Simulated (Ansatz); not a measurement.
Consider the substitution at a C–N bond: `C/N=C(/C)F` + `CCCC(=O)O` → `CCCC(=O)OC` + `CC(=N)F`.

Computed with Ansatz on PBE0-D4/def2-TZVP structures; ΔE is electronic, products minus reactants. CCSD(T)/CBS is the MP2 limit (def2-TZVPP, def2-QZVPP) plus CCSD(T) − MP2 in def2-TZVPP, frozen cores. One conformer a species, not always the lowest.

```tsv
level	ΔE (kJ/mol)
HF/def2-TZVPP	13.3
HF/def2-QZVPP	12.5
```

Q: What does CCSD(T)/CBS give? (Estimate.)

A: Ansatz gave: +22.1 kJ/mol. The listed levels differ from it by -8.8, -9.6 kJ/mol.

Largest T1 diagnostic among the species: 0.013.

In def2-TZVPP, CCSD(T) changes the Hartree–Fock value by +8.1 kJ/mol (the triples alone add +0.9 kJ/mol) and MP2 by +12.5 kJ/mol.

CCSD(T)/CBS has its own doubt, a few kJ/mol and more with outer-core shells, so smaller differences from it don't rank the levels.
